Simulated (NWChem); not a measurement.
# One shape, several levels: doublet CH3N+

Aim: a comparison of 5 runs (UB3LYP/cc-pVTZ, UBHLYP/cc-pVTZ, UM06-2X/cc-pVTZ, UM06-L/cc-pVTZ, UPBE0/cc-pVTZ) of doublet CH3N+. 

The results are computed with NWChem 7.3.0.

## (1) The system as given

CH3N+: 5 atoms, total charge +1, spin state doublet. As SMILES of the parent species, `C=N`. The shape is that of a PBE0-D4/def2-TZVP optimisation. That shape belongs to the parent species and isn't relaxed for this state.

Bond lengths: C1–N2 1.261 Å, C1–H3 1.096 Å, C1–H4 1.092 Å, N2–H5 1.021 Å. Angles: C1–N2–H5 111.0°, N2–C1–H3 124.9°, N2–C1–H4 118.8°, H3–C1–H4 116.3°.

## (2) A single-point energy at UB3LYP/cc-pVTZ (run 1)

Contents of work.nw:

```
echo
start work
title "CH3N"
memory 2200 mb
charge 1

geometry units angstroms noautosym nocenter noautoz
  C    -0.037200   -0.386500    0.038000
  N     0.623200    0.654300   -0.225900
  H    -1.090200   -0.400600    0.342700
  H     0.457500   -1.356900   -0.036200
  H     0.046700    1.489800   -0.118600
end

basis "ao basis" spherical bse
  * library cc-pVTZ
end

dft
  xc b3lyp
  mult 2
  grid fine
  convergence energy 1e-08
  iterations 100
  mulliken
end

task dft
```

Run with:

```
$ nwchem work.nw > work.out
```

Log:

```text
[...]
          Wavefunction type:  spin polarized.
          No. of atoms     :     5
          No. of electrons :    15
[...]
          Charge           :     1
          Spin multiplicity:     2
[...]
          AO basis - number of functions:   102
[...]
              XC Information
              --------------
                         B3LYP Method XC Potential
                     Hartree-Fock (Exact) Exchange  0.200
                        Slater Exchange Functional  0.800 local
                    Becke 1988 Exchange Functional  0.720 non-local
              Lee-Yang-Parr Correlation Functional  0.810
                  VWN I RPA Correlation Functional  0.190 local
[...]
 d= 0,ls=0.0,diis     1    -94.1322905726 -1.27D+02  4.68D-03  3.54D-01     1.4
[...]
 d= 0,ls=0.0,diis    12    -94.2801498913 -7.51D-09  2.76D-07  5.55D-10    15.0
[...]
         Total DFT energy =      -94.280149891326
      One electron energy =     -186.854073911553
           Coulomb energy =       72.595804489672
    Exchange-Corr. energy =      -13.073800048833
 Nuclear repulsion energy =       33.051919579389
[...]
      Total Density - Mulliken Population Analysis
     ---------------------------------------------
    Atom       Charge   Shell Charges
 -----------   ------   -------------------------------------------------------
    1 C    6     5.90   1.96  0.20  0.82  0.30  0.85  1.32  0.36  0.02  0.05  0.01
    2 N    7     6.84   1.95  0.24  0.92  0.40  1.01  1.65  0.64  0.01  0.03  0.00
    3 H    1     0.76   0.25  0.44  0.04  0.01  0.02  0.00
    4 H    1     0.76   0.26  0.43  0.04  0.01  0.02  0.00
    5 H    1     0.73   0.25  0.38  0.03  0.02  0.05  0.01
[...]
      <S2> =      0.7602 (Exact =     0.7500)
[...]
```

Run time: 16 s. Hardware: 1 thread of AMD EPYC 9R45 (Zen 5), shared host; peak memory 0.12 GiB.

## (3) The energy at UBHLYP/cc-pVTZ (run 2)

Contents of geom.nw:

```
echo
start geom
title "CH3N energy"
memory total 2200 mb
charge 1

geometry noautosym nocenter noautoz
  C    -0.037200   -0.386500    0.038000
  N     0.623200    0.654300   -0.225900
  H    -1.090200   -0.400600    0.342700
  H     0.457500   -1.356900   -0.036200
  H     0.046700    1.489800   -0.118600
end

basis spherical bse
  * library cc-pVTZ
end

dft
  xc bhlyp
  mult 2
  grid fine
  convergence energy 1e-08
  iterations 100
  mulliken
end

task dft energy
```

Run with:

```
$ nwchem geom.nw > geom.out
```

Log:

```text
[...]
          Wavefunction type:  spin polarized.
          No. of atoms     :     5
          No. of electrons :    15
[...]
          Charge           :     1
          Spin multiplicity:     2
[...]
          AO basis - number of functions:   102
[...]
              XC Information
              --------------
                        BHLYP Method XC Functional
                     Hartree-Fock (Exact) Exchange  0.500
                        Slater Exchange Functional  0.500 local
                    Becke 1988 Exchange Functional  0.500 non-local
              Lee-Yang-Parr Correlation Functional  1.000
[...]
 d= 0,ls=0.0,diis     1    -94.0647548944 -1.27D+02  3.54D-03  3.33D-01     1.5
[...]
 d= 0,ls=0.0,diis    14    -94.2207530332 -1.12D-09  5.36D-08  5.79D-11    17.4
[...]
         Total DFT energy =      -94.220753033227
      One electron energy =     -186.786304791524
           Coulomb energy =       72.542803937135
    Exchange-Corr. energy =      -13.029171758227
 Nuclear repulsion energy =       33.051919579389
[...]
      Total Density - Mulliken Population Analysis
     ---------------------------------------------
    Atom       Charge   Shell Charges
 -----------   ------   -------------------------------------------------------
    1 C    6     5.91   1.96  0.19  0.84  0.31  0.83  1.33  0.36  0.02  0.06  0.01
    2 N    7     6.86   1.95  0.23  0.93  0.39  0.99  1.68  0.65  0.01  0.03  0.00
    3 H    1     0.76   0.25  0.44  0.03  0.01  0.02  0.00
    4 H    1     0.76   0.26  0.44  0.03  0.01  0.02  0.00
    5 H    1     0.72   0.24  0.38  0.03  0.02  0.05  0.01
[...]
      <S2> =      0.7709 (Exact =     0.7500)
[...]
```

It took 18 s on 1 thread of AMD EPYC 9R45 (Zen 5), shared host; peak memory 0.12 GiB.

Runs 3 to 4 aren't shown in full; the table further down has their settings and results.

## (4) A single-point energy at UPBE0/cc-pVTZ (run 5)

Contents of ch3n.nw:

```
start ch3n
title "CH3N"
memory stack 880 mb heap 220 mb global 1100 mb
charge 1
geometry units angstroms noautosym nocenter noautoz
   C     -0.037200    -0.386500     0.038000
   N      0.623200     0.654300    -0.225900
   H     -1.090200    -0.400600     0.342700
   H      0.457500    -1.356900    -0.036200
   H      0.046700     1.489800    -0.118600
end
basis spherical bse
   * library cc-pVTZ
end
dft
   xc pbe0
   mult 2
   grid fine
   convergence energy 1e-08
   iterations 100
   mulliken
end
task dft
```

Run with:

```
$ nwchem ch3n.nw > ch3n.out
```

Log:

```text
[...]
          Wavefunction type:  spin polarized.
          No. of atoms     :     5
          No. of electrons :    15
[...]
          Charge           :     1
          Spin multiplicity:     2
[...]
          AO basis - number of functions:   102
[...]
              XC Information
              --------------
                         PBE0 Method XC Functional
                     Hartree-Fock (Exact) Exchange  0.250
          PerdewBurkeErnzerhof Exchange Functional  0.750
            Perdew 1991 LDA Correlation Functional  1.000 local
           PerdewBurkeErnz. Correlation Functional  1.000 non-local
[...]
 d= 0,ls=0.0,diis     1    -94.0119850014 -1.27D+02  4.40D-03  3.59D-01     1.5
[...]
 d= 0,ls=0.0,diis    13    -94.1620748121 -1.16D-09  3.37D-08  5.72D-11    16.4
[...]
         Total DFT energy =      -94.162074812066
      One electron energy =     -186.820410186308
           Coulomb energy =       72.561014755076
    Exchange-Corr. energy =      -12.954598960222
 Nuclear repulsion energy =       33.051919579389
[...]
      Total Density - Mulliken Population Analysis
     ---------------------------------------------
    Atom       Charge   Shell Charges
 -----------   ------   -------------------------------------------------------
    1 C    6     5.91   1.96  0.19  0.83  0.28  0.83  1.37  0.35  0.02  0.06  0.01
    2 N    7     6.83   1.95  0.23  0.92  0.38  0.99  1.68  0.63  0.01  0.03  0.00
    3 H    1     0.76   0.25  0.44  0.04  0.01  0.03  0.00
    4 H    1     0.76   0.25  0.44  0.04  0.01  0.02  0.00
    5 H    1     0.73   0.24  0.39  0.03  0.02  0.05  0.01
[...]
      <S2> =      0.7638 (Exact =     0.7500)
[...]
```

It took 17 s on 1 thread of AMD EPYC 9R45 (Zen 5), shared host; peak memory 0.12 GiB.

## (5) Overview of the runs

| run | level | energy (Eh) | HOMO energy (eV) | LUMO energy (eV) | ⟨S²⟩ | wall time |
| --- | --- | --- | --- | --- | --- | --- |
| 1 | UB3LYP/cc-pVTZ | -94.280150 | -18.20 | -13.67 | 0.760 | 16 s |
| 2 | UBHLYP/cc-pVTZ | -94.220753 | -19.64 | -11.69 | 0.771 | 18 s |
| 3 | UM06-2X/cc-pVTZ | -94.225608 | -19.85 | -11.81 | 0.765 | 20 s |
| 4 | UM06-L/cc-pVTZ | -94.263252 | -16.98 | -13.96 | 0.761 | 20 s |
| 5 | UPBE0/cc-pVTZ | -94.162075 | -18.47 | -13.16 | 0.764 | 17 s |

## (6) What came out

| quantity | value |
| --- | --- |
| run 5: total energy | -94.16207 Eh |
| run 5: HOMO energy (highest over α and β) | -18.47 eV |
| run 5: LUMO energy (lowest over α and β) | -13.16 eV |
| run 5: ⟨S²⟩ | 0.764 |

In words: Totals of different functionals can't be ranked against each other. All runs together took 92 s, the longest 20 s.
